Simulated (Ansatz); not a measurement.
`NC=C(F)F` and `N/C=C(\N)F` differ in one atom or group.

Ansatz, PBE0-D4/def2-TZVP geometries, multiplicity 1. Each molecule was computed in one conformer, which needn't be the lowest.

| property | `NC=C(F)F` |
| --- | --- |
| HOMO–LUMO gap (PBE/def2-TZVPP) / eV | 4.92 |
| LUMO energy (PBE0/def2-TZVPP) / eV | 0.93 |
| LUMO energy (B3LYP/def2-TZVPP) / eV | 0.54 |
| LUMO energy (ωB97M-V/def2-TZVPP) / eV | 2.36 |
| size of the dipole moment (B3LYP/def2-TZVPP) / D | 2.19 |
| HOMO–LUMO gap (PBE0/def2-TZVPP) / eV | 7.09 |

(1) Give the same properties after the change, and the shifts. (Estimate.)

Answers

(1) The calculation gave: 
```csv
property,`N/C=C(\N)F`,shift
HOMO–LUMO gap (PBE/def2-TZVPP) / eV,4.65,-0.27
LUMO energy (PBE0/def2-TZVPP) / eV,0.94,0.01
LUMO energy (B3LYP/def2-TZVPP) / eV,0.56,0.02
LUMO energy (ωB97M-V/def2-TZVPP) / eV,2.32,-0.04
size of the dipole moment (B3LYP/def2-TZVPP) / D,1.68,-0.51
HOMO–LUMO gap (PBE0/def2-TZVPP) / eV,6.72,-0.37
```

Dipoles are sizes alone; their direction can turn.

B3LYP here is the variant with VWN-RPA as its local correlation; programs differ in this.
